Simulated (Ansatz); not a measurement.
BH2⁻, triplet: reading a ladder of total energies

Geometry: that of the BH2⁻, singlet, kept fixed. The singlet lies 0.2 eV lower here.

```xyz
3

B     0.0000   -0.1234    0.0000
H     0.0000    0.6616   -0.9691
H     0.0000    0.6616    0.9691
```

Basis 6-31++G** (Cartesian d functions); Ansatz 0.2.0. Correlated methods freeze the noble-gas cores, which leaves 6 electrons in 30 orbitals. R marks a restricted (for open shells ROHF) determinant, U an unrestricted one.

Full CI is exact within this basis and frozen core; it isn't the basis-set limit. The frozen core follows each run's orbitals, which can shift R against U totals by a few meV.

Runs differ by some tens of microhartree through their thresholds and, for an open shell, their frozen cores, so steps under 0.1 kcal/mol mean nothing.

| level | total energy (hartree) |
| --- | --- |
| UHF | -25.726912 |
| UMP2 | -25.807413 |
| UCCSD | -25.825054 |
| UCCSD(T) | -25.827383 |
| UCCSDT | -25.827939 |
| UCCSDT(Q) | -25.827996 |
| full CI | -25.827987 |

Q: What is the correlation energy at full CI, and what share of it do UMP2 and UCCSD recover?

A: E(corr) = -25.827987 − (-25.726912) = -0.101075 hartree = -2.750 eV. UMP2: -0.080501 / -0.101075 = 79.64 %. UCCSD: -0.098142 / -0.101075 = 97.10 %.

Q: By how many kcal/mol does UCCSD(T) miss full CI (1 hartree = 627.509 kcal/mol), and which steps make up the rest?

A: -25.827383 − (-25.827987) = 0.000604 hartree = 0.38 kcal/mol. Steps: UCCSDT − UCCSD(T) = -0.35, UCCSDT(Q) − UCCSDT = -0.04, full CI − UCCSDT(Q) = 0.01 kcal/mol. That is within 1 kcal/mol of the reference in this basis, which itself misses far more of the correlation at the basis-set limit.
